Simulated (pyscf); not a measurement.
PySCF, gas phase, ωB97X-D3(BJ)/def2-SVP geometries. Correlated levels are frozen-core, on RHF or UHF. ΔMP2 is the change of the MP2 total energy from the triple- to the quadruple-zeta basis.

Task: Estimate by transition-state theory the rate constant of `[OH][BH][OH]` + `[ClH]` → `[OH2]` + `[OH][BH][Cl]` (singlet surface; B–O, Cl–H broken, H–O, B–Cl formed) at 298 K, with CCSD(T)/def2-TZVPP + ΔMP2(QZVPP) energies (ideal gas, 1 atm, RRHO with modes under 100 cm⁻¹ raised to 100, one conformer, R ln 2 for rigid chiral ones; no tunnelling).

Result: The electronic barrier is 23.3 kcal/mol and the thermal terms add +9.2, so ΔG‡ = 32.5 kcal/mol. With k_BT/h = 6.21e+12 s⁻¹ and RT = 0.592 kcal/mol, and a volume of 4.06e-20 cm³ per molecule at 1 atm, k = 3.8e-31 cm³ molecule⁻¹ s⁻¹. Wigner's tunnelling factor for 840i cm⁻¹ would be 1.69, likely too low at so high a frequency. A shift of 1 kcal/mol in the barrier changes k by a factor 5.4. On the reactant side the descent ends in a complex, 5.9 kcal/mol under the separated species and 27.2 kcal/mol under the saddle at ωB97X-D3(BJ)/def2-TZVP. At ωB97X-D3(BJ) the barrier from the zero used here is 21.3 kcal/mol. One saddle was located; it need not be the lowest between these sides. The CCSD(T) − MP2 part came from Ansatz, without density fitting, on the same reference.
